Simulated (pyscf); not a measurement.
`[BH2][NH2]` + `[SiH4]` → `[BH2][NH][SiH3]` + `[H][H]`, a four-centre exchange (singlet surface; H–N, H–Si broken, N–Si, H–H formed). PySCF, gas phase, ωB97X-D3(BJ)/def2-SVP geometries. Energies in kcal/mol from the separated reactants.

Small-basis levels: PySCF, no dispersion term, spherical d functions. AM1 to PM7: differences of heats of formation from MOPAC, which are fitted to 298 K values and so differ in kind from electronic energies by zero-point and thermal terms. Cost: rough CPU time at the saddle relative to B3LYP/6-31G*, from one job on a shared machine.

```tsv
level	barrier	reaction energy	cost
HF/3-21G	78.9	-3.5	0.07
HF/6-31G*	80.0	+0.4	0.09
BP86/6-31G*	57.0	-1.6	1
B3LYP/3-21G	65.4	-2.3	0.9
B3LYP/LANL2DZ	74.4	+4.9	0.8
M06-2X/6-31G*	58.6	-5.2	3
B3LYP/6-311+G**	64.0	+0.8	2
B3LYP/def2-SVP	61.3	+0.7	1
PM7	55.9	-56.2	under 0.02
ωB97M-D3(BJ)/def2-TZVP	57.5	-3.2	–
```

Against the last row the barrier runs from -1.6 (PM7) to +22.5 kcal/mol (HF/6-31G*). ωB97M-D3(BJ)/def2-TZVP has limits of its own. The same reactants have a lower exit, to BH₃ + H₂N–SiH₃ (highest point, the separated products, at +27.7 kcal/mol at ωB97M-D3(BJ)/def2-TZVP, against +57.5 kcal/mol here). This is the saddle that the search found; another between the same sides may lie lower.
